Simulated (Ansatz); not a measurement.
The first iterations of a band of AlH5S (7 atoms, charge 0, multiplicity 1).

The calculation used RKS B3LYP/def2-SVP (Ansatz).

- movable images: 2
- climbing image: yes
- spring: 5.0 eV/Å²
- optimiser: quadratic models (default)
- start path: through a guess of the saddle point
- force threshold: 0.05 eV/Å
- iteration limit: 60
- end points: relaxed

Image 0:

```xyz
7
Properties=species:S:1:pos:R:3
Al -0.020 0.093 -0.016
H -0.524 0.583 1.416
H 1.524 0.251 -0.374
H -1.088 -0.039 -1.193
S 0.087 -2.481 0.497
H -1.154 -2.628 1.022
H 0.674 -2.422 1.717
```

Image 3:

```xyz
7
Properties=species:S:1:pos:R:3
Al 0.104 -0.720 -0.320
H 0.069 0.387 2.055
H 1.501 -0.007 -0.496
H -1.293 -0.003 -0.502
S 0.168 -2.892 0.034
H -1.176 -3.058 0.053
H 0.126 -0.350 2.245
```

| iteration | highest image above the first end (eV) | largest band force component (eV/Å) |
| --- | --- | --- |
| 1 | 2.266 | 9.225 |
| 2 | 0.889 | 4.357 |
| 3 | 0.256 | 1.026 |
| 4 | 0.139 | 0.447 |
| 5 | 0.253 | 0.956 |

Problem. Does the band converge within its limit, and where does its top end?

Solution. The run converged. It ended after 15 iterations with the highest image 0.557 eV above the first end. Another band between the same ends (7 images) ends at a top of the same energy, where a vibrational analysis finds 1 clearly imaginary mode. So few images can step over the top or miss a turn of the path. The orbitals stay closed-shell, which can raise the energy where a bond breaks towards radicals; this wasn't checked here.

The run took 49 s on 1 thread of Arm Neoverse V1, with other jobs on the host, peak memory 0.11 GiB.
